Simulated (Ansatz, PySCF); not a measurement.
Reaction (SMILES): [B]I + 2 [H][H] (H2) -> B (BH3) + I (HI)

Wanted: energy of full hydrogenation (electronic), in kcal/mol. Terms: spin-orbit terms left out; def2 sets with scalar-relativistic core potentials past Kr; dispersion terms only where a functional's name holds one. Ab initio and DFT rows: single points at B3LYP-D3(BJ) geometries (Ansatz, a quantum-chemistry and plane-wave program).

| species | coefficient | E at BP86/def2-SVP (PySCF), Eh | E at wB97X-V/def2-TZVPD (Ansatz), Eh |
|---|---|---|---|
| [B]I | -1 | -322.57047 | -322.45308 |
| [H][H] (H2) | -2 | -1.17203 | -1.17238 |
| B (BH3) | +1 | -26.57290 | -26.60537 |
| I (HI) | +1 | -298.43145 | -298.29346 |

 1 Eh = 627.5095 kcal/mol.

Problem. Compute it at each level from the table.

Solution. 
- BP86/def2-SVP: the sum of coefficient times E is -0.08982 Eh, or -56.36 kcal/mol. Result: -56.4 kcal/mol.
- wB97X-V/def2-TZVPD: the sum of coefficient times E is -0.10099 Eh, or -63.37 kcal/mol. Result: -63.4 kcal/mol.
